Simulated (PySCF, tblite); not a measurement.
# C₄H₆NO radical: geometry, infrared bands and EPR parameters

Wanted: the infrared bands and EPR parameters of C₄H₆NO radical (`CC1=CO[N]C1`), by calculation.

Computed with tblite 0.8.0 and PySCF 2.14.0, with density-fitted response routines of our own, on a single molecule in the gas phase. Atoms count from 0, in the outputs and in this text.

## (1) The starting structure

12 atoms, charge 0, multiplicity 2; geometry from: force field or distance geometry start.

Bonds of the start (Å): C0–C1 1.45, C1–C2 1.33, C2–O3 1.39, O3–N4 1.40, N4–C5 1.47, C5–C1 1.50, C0–H6 1.10, C0–H7 1.11, C0–H8 1.13, C2–H9 1.09, C5–H10 1.09, C5–H11 1.13.

## (2) Optimising the geometry with GFN2-xTB

Job settings and geometry (Å):

```
{"job": {"kind": "relax", "xc": "GFN2-xTB", "basis": "xTB"}, "charge": 0, "multiplicity": 2}
C     -1.518200     0.130200    -0.036500
C     -0.064800     0.165300     0.002200
C      0.731400     1.228300     0.037100
O      2.021900     0.700700     0.069300
N      1.968900    -0.511900    -0.622000
C      0.784700    -1.064300     0.041100
H     -1.889400    -0.583300     0.713400
H     -2.009200     1.119000     0.088800
H     -1.839400    -0.308900    -1.024800
H      0.447300     2.280700     0.025800
H      0.344200    -1.925500    -0.455100
H      1.023900    -1.231000     1.134700
```

Launch:

```
$ OMP_NUM_THREADS=1 python probes_run.py task.json out
```

This one command runs all jobs of the session in turn.

Output:

```text
step      E/eV     max force
  0    -502.20667    3.054
  1    -502.55617    2.288
  2    -502.96735    1.243
  3    -503.08094    0.794
  4    -503.17576    0.799
  5    -503.22500    0.820
  6    -503.29693    0.641
  7    -503.33904    0.475
  8    -503.36130    0.391
  9    -503.37393    0.325
 10    -503.38445    0.302
 11    -503.39815    0.303
 12    -503.41228    0.373
 13    -503.42852    0.486
 14    -503.44705    0.451
 15    -503.46452    0.335
 16    -503.47783    0.354
 17    -503.48880    0.273
 18    -503.49563    0.217
 19    -503.49945    0.209
 20    -503.50181    0.148
 21    -503.50356    0.120
 22    -503.50494    0.090
 23    -503.50597    0.087
 24    -503.50670    0.060
 25    -503.50718    0.057
 26    -503.50761    0.055
 27    -503.50796    0.049
 28    -503.50823    0.042
 29    -503.50845    0.045
 30    -503.50865    0.045
 31    -503.50886    0.041
 32    -503.50906    0.033
 33    -503.50922    0.035
 34    -503.50931    0.022
 35    -503.50936    0.021
 36    -503.50939    0.017
 37    -503.50943    0.015
 38    -503.50946    0.015
 39    -503.50949    0.019
 40    -503.50953    0.022
 41    -503.50957    0.022
 42    -503.50962    0.022
 43    -503.50967    0.020
 44    -503.50974    0.029
 45    -503.50984    0.036
 46    -503.50998    0.034
 47    -503.51016    0.036
 48    -503.51040    0.042
 49    -503.51073    0.059
 50    -503.51119    0.079
 51    -503.51171    0.071
 52    -503.51208    0.037
 53    -503.51224    0.032
 54    -503.51224    0.041
 55    -503.51235    0.026
 56    -503.51240    0.017
 57    -503.51244    0.015
 58    -503.51246    0.012
 59    -503.51248    0.013
 60    -503.51251    0.013
 61    -503.51254    0.016
 62    -503.51258    0.017
 63    -503.51260    0.014
 64    -503.51262    0.013
 65    -503.51264    0.011
 66    -503.51265    0.010
 67    -503.51266    0.010
 68    -503.51267    0.006
```

Wall time 0.39 s (1 thread of Arm Neoverse N1, shared host).

Along the way: (not every step is listed)

| step | energy from step 0 (eV) | largest force (eV/Å) |
| --- | --- | --- |
| 0 | 0.0000 | 3.0536 |
| 1 | -0.3495 | 2.2878 |
| 2 | -0.7607 | 1.2426 |
| 3 | -0.8743 | 0.7944 |
| 4 | -0.9691 | 0.7988 |
| 5 | -1.0183 | 0.8199 |
| 6 | -1.0903 | 0.6407 |
| 7 | -1.1324 | 0.4751 |
| 8 | -1.1546 | 0.3913 |
| 13 | -1.2219 | 0.4858 |
| 18 | -1.2890 | 0.2169 |
| 23 | -1.2993 | 0.0868 |
| 28 | -1.3016 | 0.0417 |
| 33 | -1.3026 | 0.0354 |
| 38 | -1.3028 | 0.0154 |
| 43 | -1.3030 | 0.0199 |
| 48 | -1.3037 | 0.0419 |
| 53 | -1.3056 | 0.0320 |
| 58 | -1.3058 | 0.0122 |
| 63 | -1.3059 | 0.0144 |
| 64 | -1.3060 | 0.0132 |
| 65 | -1.3060 | 0.0114 |
| 66 | -1.3060 | 0.0102 |
| 67 | -1.3060 | 0.0102 |
| 68 | -1.3060 | 0.0064 |

Distances of close pairs at the start and the end, largest changes first:

| bond | before (Å) | after (Å) | change (Å) |
| --- | --- | --- | --- |
| O3–N4 | 1.397 | 1.354 | -0.043 |
| C2–O3 | 1.395 | 1.353 | -0.042 |
| C0–H8 | 1.128 | 1.090 | -0.038 |
| N4–C5 | 1.465 | 1.429 | -0.036 |
| C5–H11 | 1.132 | 1.101 | -0.031 |
| C0–C1 | 1.454 | 1.481 | +0.027 |
| C0–H7 | 1.111 | 1.087 | -0.024 |
| C2–H9 | 1.090 | 1.073 | -0.018 |

The next job starts from the end point, and lists it.

## (3) Harmonic vibrations with GFN2-xTB

Job settings and geometry (Å):

```
{"job": {"kind": "ir", "xc": "GFN2-xTB", "basis": "xTB"}, "charge": 0, "multiplicity": 2}
C     -1.579328     0.110763     0.033652
C     -0.100085     0.167508    -0.007367
C      0.726048     1.222259    -0.080886
O      2.025902     0.847156    -0.096872
N      2.130860    -0.501387    -0.033711
C      0.805608    -1.032896     0.027171
H     -1.914297    -0.378865     0.948165
H     -2.000192     1.111792    -0.004959
H     -1.960466    -0.466715    -0.808807
H      0.541016     2.277687    -0.127673
H      0.639922    -1.722182    -0.815691
H      0.686211    -1.635805     0.940954
```

Output:

```text
mode    cm-1     km/mol
  1     108.3      0.15
  2     219.4      8.60
  3     300.8      0.25
  4     344.3     12.51
  5     501.0      2.96
  6     630.0      0.18
  7     795.8      6.19
  8     816.4      6.42
  9     888.1      1.19
 10     931.2     12.57
 11     993.2     90.57
 12    1006.7      2.71
 13    1009.6      1.91
 14    1062.1      4.59
 15    1062.3     14.51
 16    1120.0      3.57
 17    1192.2     69.66
 18    1212.7      3.60
 19    1289.9      1.71
 20    1402.4      5.84
 21    1411.6     11.59
 22    1468.4      6.24
 23    1472.8      4.35
 24    1632.0     10.25
 25    2797.9     16.66
 26    2863.9     21.42
 27    2993.1     20.69
 28    3009.8     24.71
 29    3051.7     20.04
 30    3162.9      7.99
```

Wall time 0.32 s (1 thread of Arm Neoverse N1, shared host).

The strongest bands and the atoms that carry them (share of the mass-weighted mode):

| cm⁻¹ | km/mol | atoms |
| --- | --- | --- |
| 993 | 90.6 | N4 40 %, H9 18 %, O3 14 % |
| 1062 | 14.5 | H9 23 %, N4 19 %, O3 17 %, C5 15 % |
| 1192 | 69.7 | H9 34 %, C2 27 %, O3 15 % |
| 2798 | 16.7 | H10 46 %, H11 45 % |
| 2864 | 21.4 | H11 49 %, H10 47 % |
| 2993 | 20.7 | H8 48 %, H6 43 % |
| 3010 | 24.7 | H6 50 %, H8 45 % |
| 3052 | 20.0 | H7 93 % |

## (4) EPR parameters: B3LYP/pcH-1

The job, as its differences from that of step 3:

```diff
@@ -1,2 +1,2 @@
-{"job": {"kind": "ir", "xc": "GFN2-xTB", "basis": "xTB"}, "charge": 0, "multiplicity": 2}
+{"job": {"kind": "epr", "basis": "pcH-1"}, "charge": 0, "multiplicity": 2}
 C     -1.579328     0.110763     0.033652
```

With the program's defaults for keys left out, this is: UKS B3LYP, pcH-1 on C H N O, non-relativistic, mean-field spin-orbit, GIAO.

Output:

```text
UKS, coarse grid
  cycle   1  E = -285.86981606  |g| = 3.24e-01
  cycle   2  E = -285.85841762  |g| = 3.85e-01
  cycle   3  E = -285.91047837  |g| = 1.16e-01
  cycle   4  E = -285.91452733  |g| = 3.83e-02
  cycle   5  E = -285.91514598  |g| = 1.73e-02
  cycle   6  E = -285.91527559  |g| = 7.85e-03
  cycle   7  E = -285.91530884  |g| = 2.23e-03
  cycle   8  E = -285.91531132  |g| = 1.59e-03
  cycle   9  E = -285.91531291  |g| = 2.44e-04
UKS, final grid
  cycle   1  E = -285.91525032  |g| = 2.48e-04
  cycle   2  E = -285.91525030  |g| = 3.88e-04
  cycle   3  E = -285.91525036  |g| = 7.08e-05
  cycle   4  E = -285.91525036  |g| = 4.16e-05
  cycle   5  E = -285.91525036  |g| = 2.59e-05
E = -285.91525036 Eh   <S^2> = 0.7568 (exact 0.7500)
g shifts (ppm)      1          2          3
  rmc          -248       -248       -248
  gc            -26         44         36
  oz_so         -42       2815       4102
  total        -315       2612       3891
hyperfine (MHz)  atom isotope    a_iso     a_fc   dipolar eigenvalues
    0   13C      -4.43      -4.43     -0.37     -0.35      0.72
    1   13C      10.25      10.25    -10.50     -7.07     17.57
    2   13C     -14.29     -14.29    -12.01      4.41      7.59
    3   17O     -21.28     -21.28    -69.18     32.76     36.42
    4   14N      32.84      32.84    -39.76    -37.66     77.42
    5   13C     -39.31     -39.31     -2.92     -0.72      3.64
    6    1H       9.76       9.76     -1.43     -1.28      2.71
    7    1H       0.18       0.18     -1.31     -1.08      2.38
    8    1H       9.74       9.74     -1.43     -1.28      2.70
    9    1H       1.78       1.78     -3.12     -1.51      4.63
   10    1H     171.95     171.95     -5.50     -3.38      8.88
   11    1H     172.03     172.03     -5.50     -3.38      8.88
```

Run time: 46 s. Hardware: 1 thread of Arm Neoverse N1, shared host; peak memory 0.75 GiB.

Principal g values 2.00200, 2.00493, 2.00621; g(iso) = 2.00438, against 2.00232 for a free electron.

Mean a(iso) over the nuclei that a row names, and the largest dipolar term of the row (other rows stand at the frozen geometry):

| nuclei | isotope | a(iso) (MHz) | a(iso) (G, at g = 2.0023) | largest dipolar term (MHz) |
| --- | --- | --- | --- | --- |
| H10, H11 | 1H | 172.0 | 61.4 | 8.9 |
| C5 | 13C | -39.3 | -14.0 | 3.6 |
| N4 | 14N | 32.8 | 11.7 | 77.4 |
| O3 | 17O | -21.3 | -7.6 | -69.2 |
| C2 | 13C | -14.3 | -5.1 | -12.0 |
| C1 | 13C | 10.2 | 3.7 | 17.6 |
| H6, H7, H8 | 1H | 6.6 | 2.3 | 2.7 |
| C0 | 13C | -4.4 | -1.6 | 0.7 |
| H9 | 1H | 1.8 | 0.6 | 4.6 |

Mulliken spin populations:

| atom | value (e) |
| --- | --- |
| C0 | -0.01 |
| C1 | 0.11 |
| C2 | -0.07 |
| O3 | 0.14 |
| N4 | 0.75 |
| C5 | -0.08 |
| H6 | 0.01 |
| H7 | 0.00 |
| H8 | 0.01 |
| H9 | 0.00 |
| H10 | 0.08 |
| H11 | 0.08 |

In first order the couplings over 0.8 MHz of 1H, 14N give 72 distinct lines over 153.9 G, if the averaged nuclei exchange fast.

Orbitals, density, ELF and potential are computed afterwards from the orbital file.

ELF in a plane through or near 8 of the atoms.

Values, 10 rows by 14 columns:
```
0.00 0.00 0.00 0.00 0.00 0.00 0.00 0.00 0.00 0.00 0.00 0.00 0.00 0.00
0.00 0.00 0.00 0.00 0.00 0.00 0.08 0.02 0.00 0.00 0.00 0.00 0.00 0.00
0.00 0.00 0.00 0.02 0.01 0.22 0.99 0.99 0.18 0.00 0.00 0.00 0.00 0.00
0.00 0.00 0.23 0.76 0.76 0.32 0.84 0.80 0.02 0.25 0.97 0.65 0.01 0.00
0.00 0.00 0.04 0.38 0.40 0.68 0.61 0.71 0.39 0.88 1.00 0.90 0.05 0.00
0.00 0.31 0.89 0.92 0.51 0.63 0.87 0.28 0.87 0.45 0.49 0.10 0.01 0.00
0.00 0.08 0.65 0.68 0.27 0.32 0.40 0.16 0.09 0.37 0.28 0.05 0.00 0.00
0.00 0.00 0.00 0.00 0.03 0.23 0.22 0.04 0.00 0.01 0.02 0.00 0.00 0.00
0.00 0.00 0.00 0.00 0.00 0.01 0.01 0.00 0.00 0.00 0.00 0.00 0.00 0.00
0.00 0.00 0.00 0.00 0.00 0.00 0.00 0.00 0.00 0.00 0.00 0.00 0.00 0.00
```
The map spans 9.5 Å across and 9.9 Å up, centred on the molecule. Atoms in the plane (x, y in Å): C0 (1.6, -0.1), C1 (0.1, 0.2), C2 (-0.6, 1.3), O3 (-1.9, 1.1), N4 (-2.2, -0.3), C5 (-0.9, -0.9), H7 (2.1, 0.9), H9 (-0.3, 2.3).

On the surface of density 0.002 e/bohr³ the electrostatic potential runs, from the 1st to the 99th percentile, from -1.87 V near N4 to 1.29 V near H9.

The spin density lies nearest to N4 57 %; O3 15 %; C1 7 %; H10, H11 about 6 % each.

## (5) What came out

| quantity | value |
| --- | --- |
| strongest single infrared mode (GFN2-xTB) | 993 cm⁻¹, 91 km/mol |
| zero-point energy (GFN2-xTB) | 58.3 kcal/mol |
| g(iso) (B3LYP) | 2.00438 |
| ⟨S²⟩ | 0.757 (exact 0.75) |
| largest a(iso) (averaged by class) | 1H on H10, H11, 172.0 MHz |
| surface potential, 1st and 99th percentile | -1.87 V and 1.29 V |

Over 68 steps the energy fell by 1.306 eV; of the close pairs, O3–N4 changed most, 1.397 to 1.354 Å. No mode is imaginary among the 30: a minimum at this level. The strongest single mode, at 993 cm⁻¹, has its largest shares on N4, H9 and O3 (the list is cut at 3 atoms). Unscaled tight-binding wavenumbers are off by several per cent, some by more. Its intensities can rank the bands wrongly. N4 carries the largest spin population, 0.75 e. The isotropic g lies 2.1 ppt above the free-electron value.
